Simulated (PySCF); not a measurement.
Core-level binding energies of `[SiH3][SiH2]Cl`

Compound: ClH5Si2.
Numbering: `[SiH3:1][SiH2:2][Cl:3]`

Method: PySCF 2.14.0, delta-SCF UKS SCAN, pcX-2 on the ionised atom, pcseg-1 elsewhere, spin-free X2C. These are vertical core ionisation energies against the vacuum level, from separate self-consistent calculations with and without the core hole.

Task: What binding energy does each computed site have?

Result: 
```tsv
atom(s)	bonded to	level	binding energy (eV)	2p1/2 (eV)	above the level's lowest (eV)	count
Si1	3 H and Si	Si 2p3/2	106.92	107.55	0.00	1
Si1	3 H and Si	Si 1s	1846.61	–	0.00	1
Si2	Cl, 2 H and Si	Si 2p3/2	107.67	108.30	+0.75	1
Si2	Cl, 2 H and Si	Si 1s	1847.48	–	+0.87	1
Cl3	Si	Cl 2p3/2	205.91	207.57	0.00	1
Cl3	Si	Cl 1s	2828.51	–	0.00	1
```

Lowest listed Si 1s: Si1, bonded to 3 H and Si. Highest, 0.87 eV above it: Si2, bonded to Cl, 2 H and Si. Summing the Pauling electronegativity differences to the bonded atoms, each weighted by its formal bond order, gives +0.90 for the lowest site and +1.86 for the highest.

Lowest listed Si 2p3/2: Si1, bonded to 3 H and Si. Highest, 0.75 eV above it: Si2, bonded to Cl, 2 H and Si.

Task: Give the binding energy of Cl 2p3/2 of Cl3 in hartree and in kJ/mol.

Result: 205.91 eV = 7.5671 Eh = 19867 kJ/mol.

Task: Which photon wavelength matches the Cl 2p3/2 of Cl3 threshold?

Result: λ = hc/E = 12398.42 eV Å / 205.91 eV = 60.213 Å.

The 2p values add to the ΔSCF energy of one spin-free hole a correction within the shell (spin–orbit coupling, ligand field). 2p1/2 minus 2p3/2 (ligand field included): Si 0.62 eV, Cl 1.65 eV. Isolated species at its PBE0-D3(BJ)/def2-SVP geometry, gas phase.
